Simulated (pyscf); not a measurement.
Thermochemistry of product channels of H₃Si–Cl (SMILES [SiH3]Cl) + SiH₂ (SMILES [SiH2]) [singlet] on the singlet surface, in kcal/mol, from ωB97M-D3(BJ)/def2-TZVP energies (ideal gas, 1 atm, RRHO with modes under 100 cm⁻¹ raised to 100, one conformer, R ln 2 for rigid chiral ones). Structures and frequencies: ωB97X-D3(BJ)/def2-SVP in PySCF.

| products | ΔE | ΔH(298 K) | ΔG(298 K) | ΔG(1200 K) |
|---|---|---|---|---|
| H₂Si=SiH–Cl (SMILES [SiH2]=[SiH]Cl) + H₂ (SMILES [H][H]) | ___ | +2.8 | +4.0 | +4.4 |
| SiH₄ (SMILES [SiH4]) + :HSi–Cl (SMILES [SiH]Cl) [singlet] | -10.8 | -10.3 | -10.2 | -9.4 |

**Question.** Some entries are withheld; supply them.

**Answer.** 
- H₂Si=SiH–Cl (SMILES [SiH2]=[SiH]Cl) + H₂ (SMILES [H][H]), ΔE: +3.4

These are energies of the channels, which say nothing of barriers. H₂Si=SiH–Cl lies 7.3 kcal/mol over its isomer H₃Si–Si:–Cl [singlet], and others may lie lower still (electronic energy, ωB97M-D3(BJ)).
